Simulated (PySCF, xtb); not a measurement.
Bonds broken one at a time in the series B OH-SH. Isolated molecules, 0 K electronic values unless said otherwise. One relaxed conformer stands for each flexible species; it need not be the lowest. Strings in code marks are SMILES.

Quantity: homolytic bond dissociation enthalpy at 298 K (no spin–orbit term), in eV. Enthalpy corrections at 298 K come from GFN2-xTB frequencies (xtb).

Level 1: CAM-B3LYP-D3(BJ)/def2-TZVP (PySCF)
Level 2: PBE-D3(BJ)/def2-TZVP // CAM-B3LYP-D3(BJ)/def2-TZVP (PySCF)
Level 3: TPSSh-D3(BJ)/def2-TZVP // CAM-B3LYP-D3(BJ)/def2-TZVP (PySCF)
Level 4: PBE/6-31G* // CAM-B3LYP-D3(BJ)/def2-TZVP (PySCF)

| species | level 2 | level 3 | level 4 |
|---|---|---|---|
| O–B bond of `OB(O)S`, giving `O[B]S` (H–O–B–S torsion 0°, O–B–S–H torsion 180°) and `[OH]` | 6.18 | 5.95 | 6.27 |
| O–B bond of `OB(O)O`, giving `O[B]O` (H–O–B–O torsion 0°, O–B–O–H torsion 180°) and `[OH]` | 6.14 | 5.93 | 6.23 |
| S–B bond of `SB(S)S`, giving `S[B]S` (H–S–B–S torsion 0°, S–B–S–H torsion 180°) and `[SH]` | 4.32 | 4.18 | 4.27 |

**Question.** What does level 1 give for each?

**Answer.** 
- O–B bond of `OB(O)S`, giving `O[B]S` (H–O–B–S torsion 0°, O–B–S–H torsion 180°) and `[OH]`: 6.22
- O–B bond of `OB(O)O`, giving `O[B]O` (H–O–B–O torsion 0°, O–B–O–H torsion 180°) and `[OH]`: 6.18
- S–B bond of `SB(S)S`, giving `S[B]S` (H–S–B–S torsion 0°, S–B–S–H torsion 180°) and `[SH]`: 4.20
